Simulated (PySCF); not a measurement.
**How far each method lies from full CI for BN, singlet**

Geometry: a PBE0/def2-TZVP stationary point for this spin.

```xyz
2

B     0.0000    0.0000    0.0000
N     0.0000    0.0000    1.2615
```

Basis 6-31G; PySCF 2.14.0. Correlated methods freeze the noble-gas cores, which leaves 8 electrons in 16 orbitals. R marks a restricted (for open shells ROHF) determinant, U an unrestricted one.

Full CI is exact within this basis and frozen core; it isn't the basis-set limit. The frozen core follows each run's orbitals, which can shift R against U totals by a few meV.

Unrestricted rows (U) aren't spin-pure: their determinants' ⟨S²⟩ exceeds S(S+1) by up to 1.20, so they mix in states of higher spin.

The UHF ⟨S²⟩ is 1.203, the T1 diagnostic (ROHF- or RHF-based CCSD) is 0.1007 and the largest doubles amplitude (ROHF- or RHF-based CCSD) is 0.293.

```json
{"level": "RHF", "E − E(full CI) (kJ/mol)": "671.8", "share of correlation (%)": "0.00", "wall time": "–"}
{"level": "UHF", "E − E(full CI) (kJ/mol)": "424.3", "share of correlation (%)": "36.84", "wall time": "–"}
{"level": "RMP2", "E − E(full CI) (kJ/mol)": "55.1", "share of correlation (%)": "91.80", "wall time": "–"}
{"level": "RCCSD", "E − E(full CI) (kJ/mol)": "61.2", "share of correlation (%)": "90.89", "wall time": "–"}
{"level": "RCCSD(T)", "E − E(full CI) (kJ/mol)": "-11.7", "share of correlation (%)": "101.75", "wall time": "0.19 s"}
{"level": "RCCSDT", "E − E(full CI) (kJ/mol)": "2.8", "share of correlation (%)": "99.58", "wall time": "–"}
{"level": "RCCSDT(Q)", "E − E(full CI) (kJ/mol)": "-2.8", "share of correlation (%)": "100.42", "wall time": "1.2 s"}
```

The correlation energy at full CI, counted from RHF, is -6.963 eV. Full CI, over all symmetries tried, took 4 min on 1 thread of Arm Neoverse V2, shared host; the state has 828,944 determinants.

Run but not shown, since their state, orbitals or frozen core can't be matched to the reference's or they repeat it: UMP2, UCCSD, UCCSD(T), UCCSDT.

Times are those of the correlated step on a shared host, with one SCF added for the restricted CCSD run; they ran on 1 thread of Arm Neoverse V2.

More than 5 meV below full CI, which no variational method can be: RCCSD(T), RCCSDT(Q).

The full-CI state has the irrep A1 of C2v, in the program's axes (one component, if the state is degenerate).

Natural occupations of full CI about the gap: 1.980 1.896 1.896 1.673 0.316 0.097 0.097 0.015 0.007 0.007; effectively unpaired electrons, Σ n²(2−n)², 0.73.
